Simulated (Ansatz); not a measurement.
```yaml
crystal:
  periodic: [false, false, false]
  atoms:
    - {symbol: B, position_ang: [-1.365269, -0.097032, -0.001353]}
    - {symbol: N, position_ang: [-0.138753, 0.196728, 0.001572]}
    - {symbol: O, position_ang: [1.044001, -0.106660, -0.000462]}
basis:
  gaussian: {orbitals: def2-TZVP}
hamiltonian: {xc: pbe0}
relax: {f_tol: 0.004, max_steps: 80}
```

```sh
$ ansatz run in.yaml --threads 1 --pin off --events-out ev --progress --plain --max-ram 2176MiB
```

Steps of the relaxation (energy above the last step; positions in Å, forces in eV/Å):

```
3
step 1, 348.2 meV
B    -1.365   -0.097   -0.001   -5.264   -1.287   -0.013
N    -0.139    0.197    0.002    7.159    0.828    0.010
O     1.044   -0.107    0.000   -1.896    0.459    0.003
```

```
3
step 2, 90.1 meV
B    -1.398   -0.102   -0.001   -2.254   -0.638   -0.006
N    -0.112    0.201    0.002    3.297    0.481    0.005
O     1.049   -0.105    0.000   -1.043    0.156    0.001
```

```
3
step 3, 9.1 meV
B    -1.422   -0.109   -0.001   -0.516   -0.210   -0.002
N    -0.087    0.209    0.002    0.223    0.394    0.003
O     1.049   -0.107    0.000    0.294   -0.184   -0.001
```

```
3
step 4, 1.7 meV
B    -1.418   -0.122   -0.002   -0.307   -0.053   -0.001
N    -0.085    0.237    0.002    0.207    0.049    0.000
O     1.043   -0.122   -0.001    0.100    0.004    0.000
```

```
3
step 5, 0.1 meV
B    -1.427   -0.121   -0.002   -0.018   -0.014    0.000
N    -0.083    0.233    0.002    0.135   -0.012    0.000
O     1.049   -0.119   -0.001   -0.117    0.026    0.000
```

```
3
step 6, 0.0 meV
B    -1.426   -0.121   -0.002    0.000    0.000    0.000
N    -0.082    0.234    0.002   -0.008    0.003    0.000
O     1.048   -0.120   -0.001    0.008   -0.003    0.000
```

```
3
step 7, 0.0 meV
B    -1.426   -0.121   -0.002    0.000    0.000    0.000
N    -0.082    0.234    0.002    0.000    0.000    0.000
O     1.048   -0.120   -0.001    0.000    0.000    0.000
```

Close pairs at the end: N2–O3 1.184 Å, B1–N2 1.391 Å.

A stationary point of restricted PBE0 after 7 steps (its stability towards spin polarisation wasn't tested); no frequencies were run, so it isn't proven a minimum. 11 s on 1 thread of Intel Xeon 6975P-C, shared host.
